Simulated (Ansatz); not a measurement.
# Nudged elastic band run: B2H2O

input.yaml

```yaml
crystal:
  periodic: [false, false, false]
  atoms:
    - { symbol: B, position_ang: [-0.722176, -0.141453, -0.355731] }
    - { symbol: B, position_ang: [0.636426, 0.484019, 0.169649] }
    - { symbol: O, position_ang: [0.204382, -0.8165, 0.443522] }
    - { symbol: H, position_ang: [-1.769571, -0.550378, -0.790085] }
    - { symbol: H, position_ang: [1.65094, 1.024311, 0.532645] }
magnetization:
  spin_polarized: true
basis:
  gaussian: { orbitals: def2-SVP }
hamiltonian:
  xc: pbe
  dispersion: d4
neb:
  order_check: false
  images: 5
  f_tol: 0.5
  max_iterations: 60
  final_atoms:
    - { symbol: B, position_ang: [-0.3019275, 1.74558039, -0.86999853] }
    - { symbol: B, position_ang: [0.10907537, 0.29692383, -0.05647642] }
    - { symbol: O, position_ang: [-0.68424854, -0.81151818, -0.06593105] }
    - { symbol: H, position_ang: [-0.30491795, -1.55022438, 0.44564642] }
    - { symbol: H, position_ang: [1.18201962, 0.31923734, 0.54675958] }
  initial_path:
    images:
      - { positions_ang: [[-0.722176, -0.141453, -0.355731], [0.636426, 0.484019, 0.169649], [0.204382, -0.8165, 0.443522], [-1.769571, -0.550378, -0.790085], [1.65094, 1.024311, 0.532645]] }
      - { positions_ang: [[-0.74257291, -0.00144319, -0.42335324], [0.61478297, 0.4932042, 0.15356431], [0.09301329, -0.76712306, 0.36016789], [-1.59697422, -0.66196913, -0.64689965], [1.63175187, 0.93733018, 0.55652069]] }
      - { positions_ang: [[-0.76296982, 0.13856663, -0.49097547], [0.59313995, 0.50238939, 0.13747961], [-0.01835542, -0.71774612, 0.27681377], [-1.42437745, -0.77356026, -0.50371429], [1.61256374, 0.85034936, 0.58039638]] }
      - { positions_ang: [[-0.78336672, 0.27857644, -0.55859771], [0.57149692, 0.51157459, 0.12139492], [-0.12972413, -0.66836918, 0.19345966], [-1.25178067, -0.88515139, -0.36052894], [1.59337561, 0.76336854, 0.60427207]] }
      - { positions_ang: [[-0.62288698, 0.76757776, -0.66239798], [0.4173564, 0.44002433, 0.06210447], [-0.3145656, -0.71608551, 0.10699609], [-0.93615976, -1.10684238, -0.09180382], [1.45625695, 0.61532481, 0.58510124]] }
      - { positions_ang: [[-0.46240724, 1.25657908, -0.76619826], [0.26321589, 0.36847408, 0.00281402], [-0.49940707, -0.76380184, 0.02053252], [-0.62053886, -1.32853338, 0.1769213], [1.31913828, 0.46728107, 0.56593041]] }
      - { positions_ang: [[-0.3019275, 1.74558039, -0.86999853], [0.10907537, 0.29692383, -0.05647642], [-0.68424854, -0.81151818, -0.06593105], [-0.30491795, -1.55022438, 0.44564642], [1.18201962, 0.31923734, 0.54675958]] }
```

Run as:

```bash
$ ansatz run input.yaml --threads 1 --pin off --max-ram 2048MiB --backend cpu --events-out ev --progress --plain --runs-dir out
```

Output, in part (warnings, iteration lines, the closing report on the highest movable image, with atoms numbered from 0):

```
NEB end point (image 0): max|allowed force component| = 3.889e-4 eV/Å (the criterion of neb.relax_end_points is 1.000e-1)
NEB end point (image 6): max|allowed force component| = 8.627e-4 eV/Å (the criterion of neb.relax_end_points is 1.000e-1)
NEB iter   1: max|band force component| = 8.090e1 eV/Å  barrier→ = 15.0684 eV  barrier← = 11.6210 eV  Δτ_max = 0.1993 Å  (730 SCF iters)
NEB iter   2: max|band force component| = 4.467e0 eV/Å  barrier→ = 4.7988 eV  barrier← = 1.3514 eV  Δτ_max = 0.1926 Å  (190 SCF iters)
NEB iter   3: max|band force component| = 3.557e0 eV/Å  barrier→ = 4.5552 eV  barrier← = 1.1078 eV  Δτ_max = 0.1988 Å  (221 SCF iters)
NEB iter   4: max|band force component| = 1.869e0 eV/Å  barrier→ = 4.1659 eV  barrier← = 0.7185 eV  Δτ_max = 0.1892 Å  (185 SCF iters)
NEB iter   5: max|band force component| = 2.057e0 eV/Å  barrier→ = 3.8945 eV  barrier← = 0.4471 eV  Δτ_max = 0.0996 Å  (189 SCF iters)
NEB iter   6: max|band force component| = 8.211e-1 eV/Å  barrier→ = 3.8461 eV  barrier← = 0.3987 eV  Δτ_max = 0.0742 Å  (186 SCF iters)
NEB iter   7: max|band force component| = 6.051e-1 eV/Å  barrier→ = 3.8531 eV  barrier← = 0.4057 eV  Δτ_max = 0.0452 Å  (179 SCF iters)
NEB iter   8: max|band force component| = 1.297e0 eV/Å  barrier→ = 3.8605 eV  barrier← = 0.4131 eV  Δτ_max = 0.0227 Å  (186 SCF iters)
NEB iter   9: max|band force component| = 6.402e-1 eV/Å  barrier→ = 3.8443 eV  barrier← = 0.3969 eV  CI = image 5  Δτ_max = 0.0459 Å  (182 SCF iters)
NEB iter  10: max|band force component| = 7.880e-1 eV/Å  barrier→ = 3.9017 eV  barrier← = 0.4544 eV  CI = image 5  Δτ_max = 0.0904 Å  (169 SCF iters)
NEB iter  11: max|band force component| = 8.002e-1 eV/Å  barrier→ = 3.9023 eV  barrier← = 0.4550 eV  CI = image 5  Δτ_max = 0.1753 Å  (171 SCF iters)
NEB iter  12: max|band force component| = 6.535e-1 eV/Å  barrier→ = 3.9443 eV  barrier← = 0.4969 eV  CI = image 5  Δτ_max = 0.1858 Å  (178 SCF iters)
NEB iter  13: max|band force component| = 2.511e-1 eV/Å  barrier→ = 3.9977 eV  barrier← = 0.5504 eV  CI = image 5  Δτ_max = 0.0000 Å  (796 SCF iters)
Total energy: -3420.89577385 eV, -125.7156009226 hartree
Atom 0 at    -0.293006     1.599769    -0.983765 Å, force     0.013070    -0.132428     0.157439 eV/Å
Atom 1 at     0.116041     0.312180     0.055005 Å, force     0.008842    -0.055238     0.032622 eV/Å
Atom 2 at    -0.591757    -0.788022     0.466550 Å, force    -0.172845     0.257513    -0.160262 eV/Å
Atom 3 at    -0.507430    -1.638993     0.013768 Å, force     0.122626    -0.102379     0.052195 eV/Å
Atom 4 at     1.276153     0.515065     0.448441 Å, force     0.028307     0.032531    -0.081994 eV/Å
Dipole moment:     0.021421    -0.471277    -0.033924 e Å
```

The forces met the threshold. The threshold of 0.5 eV/Å is loose, so the images may lie well off the minimum-energy path. The profile has 2 maxima (images 2, 5) with wells between them (image 4): this band takes more than one step, which may be the mechanism or a detour left from its start path. Neighbouring images differ by up to 2.1 eV, so the band resolves the path poorly. The order of the stationary point at the top wasn't checked.

Final band (atoms are numbered from 1 in the order of the input):

| image | path coordinate (Å) | energy (kcal/mol) | B1–O3 (Å) | B1–H4 (Å) | O3–H4 (Å) |
| --- | --- | --- | --- | --- | --- |
| 0 | 0.00 | 0.0 | 1.40 | 1.21 | 2.34 |
| 1 | 0.68 | 34.3 | 1.59 | 1.19 | 1.76 |
| 2 | 1.35 | 83.3 | 1.99 | 1.53 | 1.20 |
| 3 | 2.03 | 81.8 | 2.49 | 2.36 | 0.98 |
| 4 | 2.71 | 80.9 | 2.86 | 3.09 | 0.97 |
| 5 | 3.39 | 92.2 | 2.81 | 3.40 | 0.97 |
| 6 | 4.17 | 79.5 | 2.71 | 3.55 | 0.98 |

The run took 110 s on 1 thread of Intel(R) Xeon(R) Platinum 8488C (Sapphire Rapids), on a shared host, peak memory 0.13 GiB.
